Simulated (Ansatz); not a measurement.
Basis-set series for `F[B]Cl` radical. Charge 0, multiplicity 2. All single points use the PBE0-D4/def2-TZVP geometry.

```tsv
functional	basis	functions	energy (Eh)	HOMO (eV)	LUMO (eV)
PBE0-D4	def2-SVP	46	-584.39057	-6.66	-1.86
PBE0-D4	def2-TZVPP	104	-584.69844	-6.81	-2.09
ωB97M-V	def2-SVP	46	-584.61145	-8.46	-0.24
ωB97M-V	def2-TZVPP	104	-584.91997	-8.67	-0.60
```

Problem. Give the rows for def2-QZVPP. (An estimate is asked.)

Solution. Ansatz gave: 
```tsv
functional	basis	functions	energy (Eh)	HOMO (eV)	LUMO (eV)
PBE0-D4	def2-QZVPP	184	-584.71867	-6.84	-2.12
ωB97M-V	def2-QZVPP	184	-584.93911	-8.71	-0.64
```

HOMO and LUMO are taken over both spins.
